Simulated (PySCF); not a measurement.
Isomers of C4H5NS, one conformer each. Computed, not measured: core-valence-separated Tamm–Dancoff BHandHLYP/aug-pcX-1 (pcseg-1 on H, def2-SVPD on S) in PySCF, non-relativistic, gas phase, PBE0-D3(BJ)/def2-SVP geometry. No empirical shift is added; at this level the pattern usually sits a few eV under experiment.

P. `Cc1cncs1`
Q. `CC(=S)CC#N`

Main lines, eV (oscillator strength):
1. C K: 283.6 (0.056), 283.7 (0.064), 283.9 (0.060), 285.8 (0.011), 285.8 (0.036); N K: 396.9 (0.058), 400.3 (0.006), 401.0 (0.009)
2. C K: 282.2 (0.077), 284.0 (0.061), 284.1 (0.065), 286.0 (0.010), 286.7 (0.035); N K: 397.2 (0.063), 397.4 (0.063)
Listed: the first five lines at most of each edge with a tenth or more of its strongest line's intensity; roots within 0.03 eV on the same or equivalent atoms are summed. Only the lowest roots were sought, and the top ones are left out.

Question: Which spectrum belongs to which isomer?

Answer: 1 = P, 2 = Q.
- P: first C line listed at 283.6 eV, hole on the substituted aromatic carbon (1s→π*); first N line listed at 396.9 eV, hole on the pyridine-type nitrogen.
- Q: first C line listed at 282.2 eV, hole on the thiocarbonyl carbon (1s→π*); first N line listed at 397.2 eV, hole on the nitrile nitrogen (1s→π*).

Question: What are the ground-state energies of the isomers at BHandHLYP/aug-pcX-1 (pcseg-1 on H, def2-SVPD on S), relative to the lowest?

Answer: P 0.0, Q 57.2 kJ/mol (electronic energies on these geometries, no dispersion or zero-point terms).
